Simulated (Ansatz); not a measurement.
System: bcc V. Method: PBE-D3(BJ) in Ansatz (PAW).

Settings: plane-wave cutoff 520 eV, 26×26×26 k mesh, Fermi–Dirac smearing 0.05 eV, no spin polarisation, scalar-relativistic PAW data made under PBE.

Pressure at four volumes; x = ln(V/12.858 Å³). One pressure is withheld.

```csv
V (Å³/atom),x,P (GPa)
12.086,-0.0619,?
12.343,-0.0409,8.54
12.858,0.0000,-0.15
13.629,0.0582,-10.47
```

Problem. Pass a parabola P(x) through the three rows shown, estimate the bulk modulus and its pressure derivative near zero pressure, and predict the withheld pressure.

Solution. Slopes between the rows: (-0.15 − (8.54))/(0.0000 − (-0.0409)) = -212.47 and (-10.47 − (-0.15))/(0.0582 − (0.0000)) = -177.32 GPa. Their difference over the span 0.0991 is c = 35.15/0.0991 = 354.7 GPa, so P(x) = 8.54 + (-212.47)(x − (-0.0409)) + 354.7 (x − (-0.0409))(x − (0.0000)). At the middle row B = −dP/dx = −[-212.47 + 354.7 × 0.0409] = 198.0 GPa, and B′ = dB/dP = 2c/B = 3.6. At x = -0.0619 the parabola gives 13.46 GPa; the run gives 13.53 GPa. The Birch–Murnaghan fit to the energies at all volumes has B0 = 198 GPa and B′ = 3.7.

Measured, for comparison: bulk modulus 161 GPa (corrected for temperature and zero-point phonon effects, our sources range from 159 to 166; as tabulated in Levämäki et al. (2014), arXiv:1402.3671). Computed (rounded) less measured: bulk modulus +23 % (+19 % to +25 % over the range).

Ansatz is a quantum-chemistry and plane-wave program.
